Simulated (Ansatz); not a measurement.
**[HF2]− (SMILES F[H-]F): FCI/STO-3G**

What is the vertical singlet–triplet gap of [HF2]− at FCI/STO-3G? 

Program for the calculation: Ansatz 0.2.0.

1 further run of the same task is left out (set aside as unsound or not needed).

### Step 1. Starting point

[HF2]− has 3 atoms, charge -1, and is taken as a singlet. SMILES: `F[H-]F`. The shape is that of a PBE0-D4/def2-TZVPD optimisation.

A long bond or contact: F1–H2 1.143 Å.

### Step 2. A single-point energy at FCI/STO-3G

Contents of job.yaml:

```yaml
crystal:
  periodic: [false, false, false]
  atoms:
    - {symbol: F, position_ang: [-0.973200, 0.344400, -0.491000]}
    - {symbol: H, position_ang: [-0.000000, 0.000000, -0.000000]}
    - {symbol: F, position_ang: [0.973200, -0.344400, 0.491000]}
basis:
  gaussian:
    orbitals: STO-3G
total_charge: -1
correlation:
  method: fci
  frozen_orbitals: {F: 1, H: 0}
accuracy: high
```

The run is started by

```
$ ansatz run job.yaml --threads 1 --pin off --max-ram 2610MiB --events-out events.jsonl --progress --plain --runs-dir runs
```

Output:

```text
Warning: RAYON_NUM_THREADS=1 ignored (pool sized by the plan → 1); use --threads N
Functional definition: HF
  name "HF"
  exchange = exact_x
  correlation = 0
160 factors; integrals over basis functions are off by at most 3.7e-8 eV
mean field evaluation 1: about -5342.6039 eV, gradient 1.1e1 eV
mean field evaluation 2: about -5342.6481 eV, gradient 1.1e1 eV
mean field evaluation 4: about -5343.1739 eV, gradient 8.1e-2 eV
mean field evaluation 8: about -5343.1733 eV, gradient 8.5e-5 eV
mean field -5343.17326543 eV, -196.3579957715 hartree, gradient 3.0e-9 eV, S^2 0.000000; 0 other end points of the search recorded, 0 dependent functions left out
2 core orbitals not correlated: weight in the atoms' cores, before any rotation towards them, 1.000 or more for the frozen orbitals, at most 0.000 for the correlated occupied ones
reference -5343.17326543 eV, -196.3579957715 hartree; 8, 8 occupied and 1, 1 virtual orbitals, 160 factors
state -5343.95171105 eV, -196.3866031206 hartree
Total energy: -5343.95171105 eV, -196.3866031206 hartree
```

It took 0.06 s on 1 thread of Arm Neoverse V1, shared host.

### Step 3. The triplet, same level

Contents of molecule.yaml:

```yaml
crystal:
  periodic: [false, false, false]
  atoms:
    - symbol: F
      position_ang: [-0.973200, 0.344400, -0.491000]
    - symbol: H
      position_ang: [-0.000000, 0.000000, -0.000000]
    - symbol: F
      position_ang: [0.973200, -0.344400, 0.491000]
basis:
  gaussian:
    orbitals: STO-3G
total_charge: -1
magnetization:
  spin_polarized: true
  initial_magnetization: 2
correlation:
  method: fci
  frozen_orbitals: {F: 1, H: 0}
accuracy: high
```

The run is started by

```
$ ansatz run molecule.yaml --threads 1 --pin off --max-ram 2610MiB --events-out events.jsonl --progress --plain --runs-dir runs
```

Output:

```text
Warning: RAYON_NUM_THREADS=1 ignored (pool sized by the plan → 1); use --threads N
[... 4 set-up lines as earlier in the session ...]
160 factors; integrals over basis functions are off by at most 3.7e-8 eV
mean field evaluation 1: about -5329.9740 eV, gradient 6.7e0 eV
mean field evaluation 2: about -5330.2688 eV, gradient 6.8e0 eV
mean field evaluation 4: about -5330.7353 eV, gradient 3.6e-1 eV
mean field evaluation 8: about -5330.7357 eV, gradient 1.6e-5 eV
mean field -5330.73568544 eV, -195.9009231374 hartree, gradient 3.4e-8 eV, S^2 2.000000; 0 other end points of the search recorded, 0 dependent functions left out
2 core orbitals not correlated: weight in the atoms' cores, before any rotation towards them, 1.000 or more for the frozen orbitals, at most 0.000 for the correlated occupied ones
reference -5330.73568544 eV, -195.9009231374 hartree; 9, 7 occupied and 0, 2 virtual orbitals, 160 factors
state -5330.78804972 eV, -195.9028474894 hartree
Total energy: -5330.78804972 eV, -195.9028474894 hartree
```

Run time: 0.06 s. Hardware: 1 thread of Arm Neoverse V1, shared host.

### Step 4. What came out

Level: FCI/STO-3G, 2 core orbitals frozen.

```
                                            quantity          value
                               singlet: total energy  -196.38660 Eh
singlet: correlation energy (2 core orbitals frozen)      -28.6 mEh
                               triplet: total energy  -195.90285 Eh
triplet: correlation energy (2 core orbitals frozen)       -1.9 mEh
    vertical energy of the triplet above the singlet      13.164 eV
```

**Reading.** At this shape the triplet lies 13.16 eV (304 kcal/mol) above the singlet. For an anion a state so high probably lies above electron detachment. In a minimal basis such a difference can be off by several eV, whatever the method.
